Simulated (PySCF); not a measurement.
dimethylamine cation (C₂H₇N), SMILES CNC (connectivity only; charge and spin as stated), charge +1, multiplicity 2.

Coordinates come from a B3LYP-D3(BJ)/def2-TZVP optimisation. The spin state was assumed, not searched.

Computed with PBE/def2-TZVPD (PySCF).

The molecule is in vacuum.

The total energy comes out as -134.73141 hartree, the point group is C2 and the α spin, highest occupied and lowest empty level is -12.98 and -5.51 eV. The β spin, highest occupied and lowest empty level is -15.62 and -11.25 eV, the dipole moment about the centre of nuclear charge is 0.92 D and the mean static polarisability is 34.1 bohr³ (5.05 Å³). The polarisability, principal values comes out as 26.8, 29.3, 46.2 bohr³. The ⟨S²⟩ is 0.753 (pure state 0.75).
